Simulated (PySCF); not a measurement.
PS⁺: one state, many levels of theory

State: ¹Σ⁺ (singlet), closed shell. Set-up: PySCF, no relativity, basis sets P 6-31G(d,p), S 6-31G(d,p). De refers to P + S⁺ in their high-spin ground configurations, without counterpoise correction. A positive dipole points towards S; it is taken about the centre of mass and depends on that origin.

```
      Level  Re (Å)  ωe (cm⁻¹)  De (eV)  μ (D)  CPU s a point (SCF and correlation, without the integrals)
        RHF   1.792        986     2.71  -1.72                                                       0.029
    RHF-MP2   1.862        787     5.62    n/a                                                       0.041
RHF-SCS-MP2   1.858        802     5.56    n/a                                                         n/a
   RHF-CCSD   1.839        869     5.19    n/a                                                         n/a
RHF-CCSD(T)   1.854        826     5.53    n/a                                                        0.21
        PBE   1.857        825     6.91  -1.26                                                        0.43
       BLYP   1.868        800     6.94  -1.29                                                        0.36
     r²SCAN   1.839        862     6.39  -1.29                                                        0.64
      TPSSh   1.838        862     6.40  -1.30                                                        0.69
    r²SCANh   1.831        880     6.20  -1.33                                                        0.61
       PBE0   1.829        887     6.30  -1.36                                                        0.71
      HSE06   1.830        883     6.31  -1.36                                                        0.72
```

Problem. Which functional lies closest to RHF-CCSD(T) in De, which farthest, and by how much do they differ from it?

Solution. Closest is r²SCANh (-2.3 pm in Re, +6.5 % in ωe, +0.67 eV in De against RHF-CCSD(T) in the same basis), farthest BLYP (+1.4 pm in Re, -3.1 % in ωe, +1.41 eV in De). CCSD(T) converges more slowly with the basis than the functionals do and binds too weakly in this one, so the order can change at the basis-set limit.

Problem. What does a quarter of exact exchange do here, going from PBE to PBE0?

Solution. PBE0 less PBE: -2.8 pm in Re, +7.5 % in ωe, -0.61 eV in De. Exact exchange removes part of the self-interaction that spreads semilocal densities, and in most molecules shortens and stiffens the bond and lowers De; so it does here.

Problem. What does the step from GGA to meta-GGA do here, going from PBE to r²SCAN?

Solution. r²SCAN less PBE: -1.8 pm in Re, +4.5 % in ωe, -0.52 eV in De. 

Correlated steps freeze 10 core orbitals. Correlated levels converge slowly with the basis: in double zeta they bind strong bonds too weakly, by up to about 1 eV, and carry superposition errors of some tenths. For an ion De counts to the pair picked by the measured ionisation energies or electron affinities, which need not be the lowest pair at this level. Where the molecule has an RHF reference, its open-shell atoms are computed with UHF. The CCSD T1 diagnostic is raised, a sign that a single reference may not be enough here.

The whole job (state search and all levels along the bond) took about 1.3 min on 1 thread of Arm Neoverse V1 (shared host), peak memory 0.43 GiB.
